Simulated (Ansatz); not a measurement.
**H3S+ (sulfonium) at 6 levels**

Wanted: a comparison of 6 runs (HF/6-31G, BHLYP/3-21G, PBE0/3-21G, CCSDTQ/3-21G, CCSD(T)/3-21G, FCI/3-21G) of H3S+ (sulfonium). 

The results are computed with Ansatz 0.2.0.

9 further runs of the same task are left out: 7 that didn't finish, 2 set aside as unsound or not needed.

### Step 1. Starting point

H3S+ has 4 atoms, charge +1, and is taken as a singlet. As SMILES, `[SH3+]`. The H2–S1 distance was set to 2.711 Å, away from the relaxed value. At this shape a bond of the SMILES string is far longer than usual.

Bond lengths: S1–H3 1.355 Å, S1–H4 1.355 Å. Angles: H3–S1–H4 93.7°.

### Step 2. A single-point energy at HF/6-31G (run 1)

The input, job.yaml:

```yaml
crystal:
  periodic: [false, false, false]
  atoms:
    - {symbol: S, position_ang: [-0.244798, -0.482753, -1.626289]}
    - {symbol: H, position_ang: [0.848020, 0.280920, 0.734350]}
    - {symbol: H, position_ang: [-1.040568, -1.419773, -1.055309]}
    - {symbol: H, position_ang: [-1.201918, 0.476077, -1.593779]}
basis:
  gaussian: {orbitals: 6-31G}
total_charge: 1
hamiltonian: {xc: hf}
accuracy: high
```

Launch:

```
$ ansatz run job.yaml --threads 1 --pin off --max-ram 2610MiB --events-out events.jsonl --progress --plain --runs-dir runs
```

The log of the run:

```text
Warning: RAYON_NUM_THREADS=1 ignored (pool sized by the plan → 1); use --threads N
Functional definition: HF
  name "HF"
  exchange = exact_x
  correlation = 0
403 factors; integrals over basis functions are off by at most 4.0e-9 eV
mean field evaluation 1: about -10846.9167 eV, gradient 2.2e1 eV
mean field evaluation 2: about -10846.9189 eV, gradient 2.2e1 eV
mean field evaluation 4: about -10849.7435 eV, gradient 1.5e0 eV
mean field evaluation 8: about -10849.7681 eV, gradient 2.7e-4 eV
mean field -10849.76809054 eV, -398.7216230902 hartree, gradient 2.8e-8 eV, S^2 0.000000; 0 other end points of the search recorded, 0 dependent functions left out
reference -10849.76809054 eV, -398.7216230902 hartree; 9, 9 occupied and 10, 10 virtual orbitals, 403 factors
Total energy: -10849.76809054 eV, -398.7216230902 hartree
```

Run time: 0.12 s. Hardware: 1 thread of Arm Neoverse V2, shared host.

### Step 3. A single-point energy at BHLYP/3-21G (run 2)

The input, run.yaml:

```yaml
crystal:
  periodic: [false, false, false]
  atoms:
    - symbol: S
      position_ang: [-0.244798, -0.482753, -1.626289]
    - symbol: H
      position_ang: [0.848020, 0.280920, 0.734350]
    - symbol: H
      position_ang: [-1.040568, -1.419773, -1.055309]
    - symbol: H
      position_ang: [-1.201918, 0.476077, -1.593779]
basis:
  gaussian: {orbitals: 3-21G.json}
total_charge: 1
hamiltonian: {xc: {name: BHLYP}}
accuracy: high
```

The basis set 3-21G is read from a file made from the Basis Set Exchange's data (not shown).

Launch:

```
$ ansatz run run.yaml --threads 1 --pin off --max-ram 2610MiB --events-out events.jsonl --progress --plain --runs-dir runs
```

The log of the run:

```text
Warning: RAYON_NUM_THREADS=1 ignored (pool sized by the plan → 1); use --threads N
Functional definition: BHLYP
  name "BHLYP"
  parameter a = 0.5
  exchange = (1 - a)*b88_x + a*exact_x
  correlation = lyp_c
356 factors; integrals over basis functions are off by at most 3.9e-9 eV
mean field evaluation 1: about -10812.1142 eV, gradient 3.0e1 eV
mean field evaluation 2: about -10801.4769 eV, gradient 5.2e1 eV
mean field evaluation 4: about -10816.5865 eV, gradient 3.8e0 eV
mean field evaluation 8: about -10816.6377 eV, gradient 7.5e-2 eV
mean field evaluation 16: about -10816.6377 eV, gradient 8.6e-7 eV
mean field -10816.63773297 eV, -397.5041049064 hartree, gradient 3.8e-8 eV, S^2 0.000000; 0 other end points of the search recorded, 0 dependent functions left out
reference -10816.63775208 eV, -397.5041056085 hartree; 9, 9 occupied and 10, 10 virtual orbitals, 356 factors
Total energy: -10816.63775208 eV, -397.5041056085 hartree
```

Run time: 0.52 s. Hardware: 1 thread of Arm Neoverse V2, shared host.

### Step 4. A single-point energy at PBE0/3-21G (run 3)

The input, input.yaml:

```yaml
crystal:
  periodic: [false, false, false]
  atoms:
    - symbol: S
      position_ang: [-0.244798, -0.482753, -1.626289]
    - symbol: H
      position_ang: [0.848020, 0.280920, 0.734350]
    - symbol: H
      position_ang: [-1.040568, -1.419773, -1.055309]
    - symbol: H
      position_ang: [-1.201918, 0.476077, -1.593779]
basis:
  gaussian: {orbitals: 3-21G.json}
total_charge: 1
hamiltonian: {xc: pbe0}
accuracy: high
```

The basis set 3-21G is read from a file made from the Basis Set Exchange's data (not shown).

Launch:

```
$ ansatz run input.yaml --threads 1 --pin off --max-ram 2610MiB --events-out events.jsonl --progress --plain --runs-dir runs
```

The log of the run:

```text
Warning: RAYON_NUM_THREADS=1 ignored (pool sized by the plan → 1); use --threads N
Functional definition: PBE0
  name "PBE0"
  parameter a = 0.25
  parameter kappa = 0.804
  parameter beta = 0.06672455060314922
  exchange = (1 - a)*pbe_x(kappa = kappa, mu = beta*pi^2/3) + a*exact_x
  correlation = pbe_c(beta = beta)
356 factors; integrals over basis functions are off by at most 3.9e-9 eV
mean field evaluation 1: about -10807.5939 eV, gradient 3.3e1 eV
mean field evaluation 2: about -10790.4276 eV, gradient 6.0e1 eV
mean field evaluation 4: about -10810.7957 eV, gradient 2.1e1 eV
mean field evaluation 8: about -10813.1411 eV, gradient 1.2e-2 eV
mean field evaluation 16: about -10813.1256 eV, gradient 3.2e-6 eV
mean field -10813.12562697 eV, -397.3750373914 hartree, gradient 2.8e-8 eV, S^2 0.000000; 0 other end points of the search recorded, 0 dependent functions left out
reference -10813.12562843 eV, -397.3750374450 hartree; 9, 9 occupied and 10, 10 virtual orbitals, 356 factors
Total energy: -10813.12562843 eV, -397.3750374450 hartree
```

Run time: 0.52 s. Hardware: 1 thread of Arm Neoverse V2, shared host.

Runs 4 to 5 aren't shown in full; the table further down has their settings and results.

### Step 5. A single-point energy at FCI/3-21G (run 6)

The input, in.yaml:

```yaml
crystal:
  periodic: [false, false, false]
  atoms:
    - {symbol: S, position_ang: [-0.244798, -0.482753, -1.626289]}
    - {symbol: H, position_ang: [0.848020, 0.280920, 0.734350]}
    - {symbol: H, position_ang: [-1.040568, -1.419773, -1.055309]}
    - {symbol: H, position_ang: [-1.201918, 0.476077, -1.593779]}
basis:
  gaussian:
    orbitals: 3-21G.json
accuracy: high
total_charge: 1
correlation:
  method: fci
  frozen_orbitals: {H: 0, S: 5}
```

The basis set 3-21G is read from a file made from the Basis Set Exchange's data (not shown).

Launch:

```
$ ansatz run in.yaml --threads 1 --pin off --max-ram 2610MiB --events-out events.jsonl --progress --plain --runs-dir runs
```

The log of the run, shortened:

```text
Warning: RAYON_NUM_THREADS=1 ignored (pool sized by the plan → 1); use --threads N
[... 2 set-up lines as earlier in the session ...]
[...]
356 factors; integrals over basis functions are off by at most 3.9e-9 eV
[...]
mean field -10797.41280598 eV, -396.7976018704 hartree, gradient 1.4e-8 eV, S^2 0.000000; 0 other end points of the search recorded, 0 dependent functions left out; unrestricted orbitals would lower it
[...]
unrestricted determinant -10798.96127756 eV, -396.8545071516 hartree, S^2 0.8993
5 core orbitals not correlated: weight in the atoms' cores, before any rotation towards them, 1.000 or more for the frozen orbitals, at most 0.000 for the correlated occupied ones
reference -10797.41280598 eV, -396.7976018704 hartree; 4, 4 occupied and 10, 10 virtual orbitals, 356 factors
state -10801.15984879 eV, -396.9353031538 hartree
Total energy: -10801.15984879 eV, -396.9353031538 hartree
```

Wall time 2.8 s (1 thread of Arm Neoverse V2, shared host); peak memory 0.14 GiB.

### Step 6. Overview of the runs

```
run          level  frozen core orbitals  energy (Eh)  wall time
  1       HF/6-31G                     –  -398.721623     0.12 s
  2    BHLYP/3-21G                     –  -397.504106     0.52 s
  3     PBE0/3-21G                     –  -397.375037     0.52 s
  4   CCSDTQ/3-21G                     5  -396.935290      2.8 s
  5  CCSD(T)/3-21G                     5  -396.936566     0.14 s
  6      FCI/3-21G                     5  -396.935303      2.8 s
```

### Step 7. Summary of results

```
                                          quantity          value
                               run 6: total energy  -396.93530 Eh
run 6: correlation energy (5 core orbitals frozen)     -137.7 mEh
```

Against full CI in this basis: CCSDTQ +0.0 mEh; CCSD(T) -1.3 mEh. Totals of different functionals can't be ranked against each other. In run 5 the T1 diagnostic is large, so a single reference may not serve. In runs 4, 5 the log says that unrestricted orbitals would lower the reference, so the values rest on an unstable closed-shell determinant (other closed-shell runs at this shape may share the fault). All runs together took 6.8 s, the longest 2.8 s.
